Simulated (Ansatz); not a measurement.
# Nudged elastic band run: CH₅N

Input:

```yaml
crystal:
  periodic: [false, false, false]
  atoms:
    - { symbol: C, position_ang: [-0.4769, -0.139426, -0.282835] }
    - { symbol: "N", position_ang: [0.802649, 0.390828, 0.172783] }
    - { symbol: H, position_ang: [-0.9855, -0.805469, 0.426084] }
    - { symbol: H, position_ang: [-0.328971, -0.690085, -1.211534] }
    - { symbol: H, position_ang: [-1.15069, 0.68718, -0.507187] }
    - { symbol: H, position_ang: [1.452103, -0.361513, 0.372108] }
    - { symbol: H, position_ang: [0.68731, 0.918485, 1.030571] }
basis:
  gaussian: { orbitals: def2-mTZVP }
hamiltonian:
  xc: cam_b3lyp
  dispersion: d4
neb:
  order_check: false
  images: 7
  f_tol: 0.05
  max_iterations: 60
  final_atoms:
    - { symbol: C, position_ang: [-0.86564015, -0.44236733, -0.14434593] }
    - { symbol: "N", position_ang: [0.58371585, 0.09237893, -0.05776221] }
    - { symbol: H, position_ang: [-1.14259487, -0.61880089, 0.90063122] }
    - { symbol: H, position_ang: [0.89354479, 0.29182697, -1.00503241] }
    - { symbol: H, position_ang: [-1.44457336, 0.42342001, -0.48369518] }
    - { symbol: H, position_ang: [1.17146901, -0.66827937, 0.27237339] }
    - { symbol: H, position_ang: [0.80407973, 0.92182169, 0.51782112] }
  initial_path:
    images:
      - { positions_ang: [[-0.4769, -0.139426, -0.282835], [0.802649, 0.390828, 0.172783], [-0.9855, -0.805469, 0.426084], [-0.328971, -0.690085, -1.211534], [-1.15069, 0.68718, -0.507187], [1.452103, -0.361513, 0.372108], [0.68731, 0.918485, 1.030571]] }
      - { positions_ang: [[-0.51873895, -0.16684436, -0.26035611], [0.77750672, 0.35505516, 0.13771342], [-1.01373241, -0.78960832, 0.48921684], [-0.17306507, -0.57973322, -1.1888369], [-1.18258678, 0.66228918, -0.50121588], [1.41874199, -0.39991509, 0.35237625], [0.69187551, 0.91875665, 0.97109239]] }
      - { positions_ang: [[-0.56057789, -0.19426273, -0.23787722], [0.75236444, 0.31928232, 0.10264383], [-1.04196482, -0.77374764, 0.55234969], [-0.01715915, -0.46938144, -1.1661398], [-1.21448356, 0.63739836, -0.49524477], [1.38538097, -0.43831718, 0.3326445], [0.69644101, 0.9190283, 0.91161377]] }
      - { positions_ang: [[-0.60241684, -0.22168109, -0.21539833], [0.72722216, 0.28350948, 0.06757425], [-1.07019723, -0.75788696, 0.61548253], [0.13874678, -0.35902965, -1.1434427], [-1.24638034, 0.61250754, -0.48927365], [1.35201996, -0.47671927, 0.31291275], [0.70100652, 0.91929995, 0.85213516]] }
      - { positions_ang: [[-0.64425578, -0.24909945, -0.19291944], [0.70207988, 0.24773663, 0.03250467], [-1.09842964, -0.74202628, 0.67861537], [0.2946527, -0.24867787, -1.1207456], [-1.27827712, 0.58761673, -0.48330254], [1.31865894, -0.51512136, 0.29318099], [0.70557203, 0.9195716, 0.79265655]] }
      - { positions_ang: [[-0.69960188, -0.29741642, -0.18077606], [0.67248887, 0.20889721, 0.00993795], [-1.10947095, -0.71121993, 0.73411933], [0.44437572, -0.11355166, -1.0918173], [-1.31985118, 0.54656755, -0.4834007], [1.28186146, -0.55341086, 0.28797909], [0.73019896, 0.92013412, 0.72394769]] }
      - { positions_ang: [[-0.75494797, -0.34573339, -0.16863268], [0.64289787, 0.17005778, -0.01262877], [-1.12051226, -0.68041359, 0.7896233], [0.59409874, 0.02157455, -1.06288901], [-1.36142524, 0.50551837, -0.48349886], [1.24506397, -0.59170036, 0.28277719], [0.75482588, 0.92069665, 0.65523883]] }
      - { positions_ang: [[-0.81029406, -0.39405036, -0.15648931], [0.61330686, 0.13121835, -0.03519549], [-1.13155356, -0.64960724, 0.84512726], [0.74382176, 0.15670076, -1.03396071], [-1.4029993, 0.46446919, -0.48359702], [1.20826649, -0.62998987, 0.27757529], [0.77945281, 0.92125917, 0.58652998]] }
      - { positions_ang: [[-0.86564015, -0.44236733, -0.14434593], [0.58371585, 0.09237893, -0.05776221], [-1.14259487, -0.61880089, 0.90063122], [0.89354479, 0.29182697, -1.00503241], [-1.44457336, 0.42342001, -0.48369518], [1.17146901, -0.66827937, 0.27237339], [0.80407973, 0.92182169, 0.51782112]] }
```

Run as:

```bash
$ ansatz run input.yaml --threads 1 --pin off --max-ram 2048MiB --backend cpu --events-out ev --progress --plain --runs-dir out
```

Output, in part (warnings, iteration lines, the closing report on the highest movable image, with atoms numbered from 0):

```
NEB end point (image 0): max|allowed force component| = 1.331e-2 eV/Å (the criterion of neb.relax_end_points is 1.000e-2)
NEB end point (image 8): max|allowed force component| = 7.784e-3 eV/Å (the criterion of neb.relax_end_points is 1.000e-2)
NEB iter   1: max|band force component| = 2.535e0 eV/Å  barrier→ = 4.1619 eV  barrier← = 1.2669 eV  Δτ_max = 0.1752 Å  (216 SCF iters)
NEB iter   2: max|band force component| = 1.118e0 eV/Å  barrier→ = 3.9487 eV  barrier← = 1.0537 eV  Δτ_max = 0.1256 Å  (186 SCF iters)
NEB iter   3: max|band force component| = 6.855e-1 eV/Å  barrier→ = 3.8500 eV  barrier← = 0.9549 eV  Δτ_max = 0.0889 Å  (190 SCF iters)
NEB iter   4: max|band force component| = 3.695e-1 eV/Å  barrier→ = 3.8116 eV  barrier← = 0.9166 eV  CI = image 5  Δτ_max = 0.1014 Å  (183 SCF iters)
NEB iter   5: max|band force component| = 5.461e-1 eV/Å  barrier→ = 3.8111 eV  barrier← = 0.9160 eV  CI = image 5  Δτ_max = 0.0291 Å  (179 SCF iters)
NEB iter   6: max|band force component| = 1.700e-1 eV/Å  barrier→ = 3.8081 eV  barrier← = 0.9131 eV  CI = image 5  Δτ_max = 0.0343 Å  (172 SCF iters)
NEB iter   7: max|band force component| = 8.406e-2 eV/Å  barrier→ = 3.8068 eV  barrier← = 0.9117 eV  CI = image 5  Δτ_max = 0.0189 Å  (168 SCF iters)
NEB iter   8: max|band force component| = 6.643e-2 eV/Å  barrier→ = 3.8063 eV  barrier← = 0.9113 eV  CI = image 5  Δτ_max = 0.0126 Å  (167 SCF iters)
NEB iter   9: max|band force component| = 4.753e-2 eV/Å  barrier→ = 3.8061 eV  barrier← = 0.9111 eV  CI = image 5  Δτ_max = 0.0000 Å  (331 SCF iters)
Total energy: -2603.95300478 eV, -95.6935079029 hartree
Atom 0 at    -0.805984    -0.278964    -0.281152 Å, force    -0.003911     0.012379    -0.011324 eV/Å
Atom 1 at     0.725022     0.161117     0.060254 Å, force    -0.005942    -0.022631     0.015890 eV/Å
Atom 2 at    -1.139678    -0.949947     0.506033 Å, force     0.007011     0.001248     0.002442 eV/Å
Atom 3 at     0.424619    -0.122674    -0.984080 Å, force    -0.000741     0.005661    -0.004995 eV/Å
Atom 4 at    -1.363161     0.653644    -0.243330 Å, force    -0.000204    -0.003385     0.003434 eV/Å
Atom 5 at     1.255141    -0.559045     0.530730 Å, force     0.006860     0.002682     0.003707 eV/Å
Atom 6 at     0.904042     1.095870     0.411535 Å, force    -0.003072     0.004045    -0.009154 eV/Å
Dipole moment:     0.552177     0.267229     0.425967 e Å
```

It converged. Neighbouring images differ by up to 1.8 eV, so the band resolves the path poorly. A vibrational analysis at the climbing image gives one clearly imaginary mode, 1582i cm⁻¹: a first-order saddle point. The orbitals stay closed-shell, which can raise the energy where a bond breaks towards radicals; this wasn't checked here.

Final band (atoms are numbered from 1 in the order of the input):

```
image  path coordinate (Å)  energy (eV)  C1–H4 (Å)  N2–H4 (Å)
    0                 0.00         0.00       1.09       2.09
    1                 0.36         0.02       1.09       2.09
    2                 0.72         0.17       1.08       2.01
    3                 1.08         1.00       1.08       1.76
    4                 1.44         2.78       1.17       1.43
    5                 1.80         3.81       1.43       1.12
    6                 2.21         3.30       1.82       1.01
    7                 2.61         2.94       2.07       1.01
    8                 3.01         2.90       2.09       1.02
```

Run time: 57 s on 1 thread of Intel(R) Xeon(R) Platinum 8488C (Sapphire Rapids), on a shared host, peak memory 0.12 GiB.
